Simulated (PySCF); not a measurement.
Identify the unknown among the candidates.

All candidates are C3H4F2O.

| technique | computed result |
| --- | --- |
| Polarisability | 44.9 au [CAM-B3LYP/def2-SVPD] |
| Rotational structure | rotational constants A, B, C: 5.626, 2.771, 1.962 GHz [PBE0-D3(BJ)/def2-SVP] |
| Couplings | largest of the computed one-bond spin–spin couplings (means over like bonds): 19F–13C -344.2, 19F–13C -317.7, 13C–1H +212.5, 13C–1H +151.5 (×3), 13C–13C +145.3, 17O–13C +27.5, 17O–13C +23.4 Hz [B3LYP/pcJ-1, spin–dipole term left out for some pairs] |
| Triplet | lowest triplet excitation (Tamm–Dancoff): 4.29 eV [TDA CAM-B3LYP/def2-SVPD] |
| 1H NMR | chemical shifts (computed TMS as zero) by class: 6.76 (1 H), 3.74 (3 H) ppm [GIAO PBE/pcSseg-2] |
| 13C NMR | chemical shifts (computed TMS as zero) by class: 168.2 (1 C), 132.2 (1 C), 59.9 (1 C) ppm [GIAO PBE/pcSseg-2] |

Gas-phase values; electronic properties from PySCF, density fitting. Levels stand in brackets. One conformer (not necessarily the lowest) at the PBE0-D3(BJ)/def2-SVP geometry, without solvent, vibrations or thermal averaging. Each NMR value is the plain mean over a class of atoms that symmetry, rotation or inversion makes alike.

Task: Which candidate is it?
A. `O=CCC(F)F`
B. `CO/C(F)=C\F`
C. `C=COC(F)F`

Result: B. It is `CO/C(F)=C\F`. Numbering: `[CH3:1][O:2]/[C:3]([F:4])=[CH:5]\[F:6]`. Its formula, C3H4F2O, gives 1 degree of unsaturation: 0 rings and 1 π bond in the structure found. 3 carbons fall into 3 classes; from least to most shielded: vinylic C–F carbon [C3] (168.2 ppm), vinylic C–F carbon [C5] (132.2 ppm), methoxy carbon [C1] (59.9 ppm). Hydrogen classes from least to most shielded: 1 H on a vinylic C–F carbon, C5 (6.76 ppm), 3 H on a methoxy carbon, C1 (3.74 ppm, a mean of values up to 0.9 ppm apart in this geometry). The couplings run between: -344.2 Hz, vinyl fluorine [F4] and vinylic C–F carbon [C3]; -317.7 Hz, vinyl fluorine [F6] and vinylic C–F carbon [C5]; +212.5 Hz, vinylic C–F carbon [C5] and its hydrogen; +151.5 Hz, methoxy carbon [C1] and its hydrogen (with 2 like pairs); +145.3 Hz, vinylic C–F carbon [C3] and vinylic C–F carbon [C5]; +27.5 Hz, ether oxygen [O2] and vinylic C–F carbon [C3]; +23.4 Hz, ether oxygen [O2] and methoxy carbon [C1]. The optimised geometry has point group C1 and is an asymmetric top.

The others, at the same levels:
- `C=COC(F)F` fails: its computed 13C shifts are 156.0 (1 C), 127.2 (1 C), 96.2 (1 C) ppm, 1H shifts are 6.65 (1 H), 6.49 (1 H), 4.54 (1 H), 4.43 (1 H) ppm and rotational constant A is 7.674 GHz (against 5.626 GHz).
- `O=CCC(F)F` fails: its computed lowest triplet excitation (Tamm–Dancoff) is 3.59 eV (against 4.29 eV), static isotropic polarisability is 42.1 au (against 44.9 au) and rotational constant A is 8.664 GHz (against 5.626 GHz).

Each candidate is one conformer, not necessarily the lowest. The conformers computed, where there is a choice (atom-mapped SMILES and torsion angles):
- `[CH3:1][O:2]/[C:3]([F:4])=[CH:5]\[F:6]`: C1–O2–C3–F4 55°
- `[CH2:1]=[CH:2][O:3][CH:4]([F:5])[F:6]`: C1–C2–O3–C4 16°, C2–O3–C4–F5 166°
- `[O:1]=[CH:2][CH2:3][CH:4]([F:5])[F:6]`: O1–C2–C3–C4 136°, C2–C3–C4–F5 175°

One-bond C–F couplings are unscaled; at this level they come out some 30 % too large in size.
